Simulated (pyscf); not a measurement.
## Routes from `[OH][SiH2][F]` + `[OH2]`

Candidate steps break at most two bonds and form at most two. Each was searched with GFN2-xTB (tblite) first. Optimised with ωB97X-D3(BJ)/def2-SVP in PySCF. Energies: ωB97M-D3(BJ)/def2-TZVP, kcal/mol, from the separated reactants, singlet surface; ΔG‡ with ideal gas, 1 atm, RRHO with modes under 100 cm⁻¹ raised to 100, one conformer, R ln 2 for chiral ones without a mode under 150 cm⁻¹.

| products | type | ΔE‡ | ΔE | ΔG‡ 298 K | ΔG‡ 900 K | ν‡ (cm⁻¹) |
|---|---|---|---|---|---|---|
| HO–SiH₂–F + H₂O | four-centre exchange | 19.5 | 0.0 | 30.3 | 53.4 | 769i |
| HO–SiH₂–OH + HF | four-centre exchange | 22.7 | +10.2 | 34.1 | 57.9 | 574i |
| HO–SiH(OH)–F + H₂ | four-centre exchange | 27.7 | -25.1 | 37.5 | 60.5 | 1338i |

Row 1: On the reactant side the descent ends in a complex, 5.0 kcal/mol under the separated species and 24.7 kcal/mol under the saddle at ωB97X-D3(BJ)/def2-TZVP. Row 2: On the reactant side the descent ends in a complex (not fully relaxed), 4.2 kcal/mol under the separated species and 27.2 kcal/mol under the saddle at ωB97X-D3(BJ)/def2-TZVP. On the product side the descent ends in a bound adduct, 9.5 kcal/mol under the separated species and 22.5 kcal/mol under the saddle at ωB97X-D3(BJ)/def2-TZVP. Row 3: On the reactant side the descent ends in a complex (not fully relaxed), 4.2 kcal/mol under the separated species and 32.5 kcal/mol under the saddle at ωB97X-D3(BJ)/def2-TZVP. 

Plain bond fissions and candidates not yet searched are not listed, and one of them may be faster. Each barrier is that of the saddle found; lower ones may exist.
